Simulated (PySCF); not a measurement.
Gas-phase reaction: 3 AlCl₂ + 2 AlO + 2 H₂ ⇌ 2 AlCl₃.H₂O + 3 Al

Energies from PySCF, thermal terms from the rigid-rotor harmonic-oscillator model, ideal gas at 1 bar. † marks an energy on the PBE0/def2-TZVP geometry and frequencies; other levels use their own. Open shells (unrestricted): AlCl₂ (multiplicity 2), AlO (multiplicity 2), Al (multiplicity 2, electronic degeneracy 6); the rest are closed-shell singlets. Spin-orbit splitting is ignored; it lowers the true energy and changes the entropy of Al. Adducts (AlCl₃.H₂O) have no counterpoise correction, and HF, PBE, BLYP, B3LYP and PBE0 lack dispersion. AlCl₃.H₂O: computed as isolated molecules; such fragments, hydroxides, amides, oligomers or adducts are transient or little studied in the gas. The harmonic model lacks anharmonicity and excited electronic states, which grow with temperature; levels with a mode under 35 cm⁻¹ are left out. Soft modes under 120 cm⁻¹ make the harmonic entropy rough for AlCl₃.H₂O.

```tsv
level	ΔE electronic, kJ	ΔH°(298 K), kJ	ΔS°(298 K), J/K	ΔG°(1600 K), kJ
BLYP/def2-TZVP†	-247	-181	-318	296
M06-2X/def2-TZVP†	-396	-330	-318	146
PBE/def2-SVP	-384	-321	-325	168
PBE/def2-TZVP†	-304	-238	-318	238
PBE0/def2-TZVP	-400	-334	-318	142
```
ΔH° is lowest at PBE0/def2-TZVP and highest at BLYP/def2-TZVP†. No reference value is set beside these.
